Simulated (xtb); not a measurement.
xtb input (GFN2-xTB):

```bash
xtb mol.xyz --gfn 2 --ohess tight --chrg 1 --uhf 0
```
mol.xyz:
```
10

O      0.56686988     1.46192793     0.02372785
C      0.16663267     0.31189535    -0.01208750
N      1.06709996    -0.74519168    -0.03259751
C     -1.23822962    -0.08044505    -0.02414519
H      0.85119398    -1.67832363     0.19480545
H     -1.87045852     0.73126203    -0.17786927
H     -1.47584461    -0.83873063    -0.78016784
H     -1.52600057    -0.57803021     0.91878299
H      2.04069885    -0.47132156     0.08112644
H      1.50764804     1.73335474    -0.16722222
```

End of the output:

```
   ------------------------------------------------------------------------

   temp. (K)  partition function   enthalpy   heat capacity  entropy
                                   cal/mol     cal/K/mol   cal/K/mol   J/K/mol
 298.15  VIB   1.68                  864.356      9.169      3.935
         ROT  0.396E+05              888.752      2.981     24.018
         INT  0.666E+05             1753.108     12.150     27.953
         TR   0.451E+27             1481.254      4.968     38.182
         TOT                        3234.3620    17.1182    66.1345   276.7069

       T/K    H(0)-H(T)+PV         H(T)/Eh          T*S/Eh         G(T)/Eh
   ------------------------------------------------------------------------
    298.15    0.515428E-02    0.878615E-01    0.314227E-01    0.564389E-01
   ------------------------------------------------------------------------

         :::::::::::::::::::::::::::::::::::::::::::::::::::::
         ::                  THERMODYNAMIC                  ::
         :::::::::::::::::::::::::::::::::::::::::::::::::::::
         :: total free energy         -13.840522852192 Eh   ::
         ::.................................................::
         :: total energy              -13.896961726474 Eh   ::
         :: zero point energy           0.082707244741 Eh   ::
         :: G(RRHO) w/o ZPVE           -0.026268370460 Eh   ::
         :: G(RRHO) contrib.            0.056438874281 Eh   ::
         :::::::::::::::::::::::::::::::::::::::::::::::::::::
imag cut-off (cm-1) :    5.00
 found            1  significant imaginary frequency
 writing imag mode distorted coords to xtbhess.xyz
 for further optimization.

optimized geometry written to: xtbopt.xyz

           -------------------------------------------------
          | TOTAL ENERGY              -13.896961726474 Eh   |
          | TOTAL ENTHALPY            -13.809100197815 Eh   |
          | TOTAL FREE ENERGY         -13.840522852192 Eh   |
          | GRADIENT NORM               0.000139483587 Eh/α |
          | HOMO-LUMO GAP               5.431167147973 eV   |
           -------------------------------------------------

------------------------------------------------------------------------
------------------------------------------------------------------------
 total:
 SCF:
 ANC optimizer:
 analytical hessian:
```

It need not be the lowest isomer of its formula.
